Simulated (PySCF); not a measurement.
**Frontier orbitals and the lowest excitations**

Compound: C4H10N2.
Z-matrix (Å and degrees, GFN2-xTB geometry), rows numbered from 1:
```
C 
N   1  1.4428
N   2  1.3487  1  114.57
C   3  1.2687  2  122.65  1  -160.19
C   4  1.5100  3  125.46  2     4.00
C   4  1.4962  3  117.42  2  -175.57
H   1  1.0877  2  107.68  3   -40.30
H   1  1.0976  2  113.24  3    79.80
H   1  1.0895  2  108.89  3  -158.81
H   2  1.0190  1  114.36  3  -139.58
H   5  1.0923  4  110.67  3    57.22
H   5  1.0857  4  110.44  3   177.40
H   5  1.0908  4  110.55  3   -62.27
H   6  1.0897  4  110.14  3   120.22
H   6  1.0854  4  109.78  3    -0.08
H   6  1.0899  4  110.32  3  -120.59
```

Theory: PySCF, TDDFT B3LYP/def2-SVPD, vertical, gas phase, core orbitals frozen in the response.

Kohn–Sham orbitals with the atoms that hold most of them (Löwdin shares over 4%, at most four atoms; ? is withheld):

| orbital | ε (eV) | atoms |
| --- | --- | --- |
| HOMO-3 | -9.90 | C6 28%, C5 19%, H15 14%, C4 13% |
| HOMO-2 | -9.31 | N3 30%, N2 18%, C1 14%, C4 10% |
| HOMO-1 | -7.09 | ? |
| HOMO | ? | ? |
| LUMO | 0.34 | C5 20%, H11 12%, H10 10%, C1 10% |
| LUMO+1 | 0.47 | N3 29%, C4 27%, N2 9%, C5 9% |
| LUMO+2 | 0.99 | C1 22%, C6 14%, H9 9%, H8 8% |

(1) Which atoms hold the HOMO, and with what shares?

(2) Which atoms hold the HOMO-1, and with what shares?

(3) What is the HOMO energy, and the HOMO–LUMO gap?

## Answers

(1) N2 (bonded to C, N and H) 39%; C4 (bonded to 2 C and N) 19%; N3 (bonded to C and N) 16%; C1 (bonded to N and 3 H) 6%. By element: nitrogen 56%, carbon 25% or more.

(2) N3 (bonded to C and N) 58%; N2 (bonded to C, N and H) 11%; C4 (bonded to 2 C and N) 10%; C5 (bonded to C and 3 H) 7%. By element: nitrogen 69%, carbon 18% or more.

(3) ε(HOMO) = -5.72 eV; the gap is 6.05 eV (0.2224 hartree).

Problem. How does S1 compare with the orbital gap of 6.05 eV?

Solution. S1 is at 5.12 eV (f = 0.0040), 0.93 eV below the gap, made of HOMO→LUMO (94%). Without the coupling terms of the response equations the lowest excitation would equal the gap.

Problem. One configuration dominates each of S1, S4 and S6. Which, and how do the shares of the two leading atoms of either orbital change from the occupied to the empty one?

Solution. 
- S1 (5.12 eV, f 0.0040), HOMO→LUMO (94%): N2 39% → at most 10%, C4 19% → at most 10%, C5 at most 6% → 20%, H11 at most 6% → 12%
- S4 (6.08 eV, f 0.0020), HOMO-1→LUMO+1 (90%): N3 58% → 29%, N2 11% → 9%, C4 10% → 27%
- S6 (6.60 eV, f 0.0068), HOMO-1→LUMO (91%): N3 58% → at most 10%, N2 11% → at most 10%, C5 7% → 20%, H11 at most 8% → 12%

One conformer stands for the species.
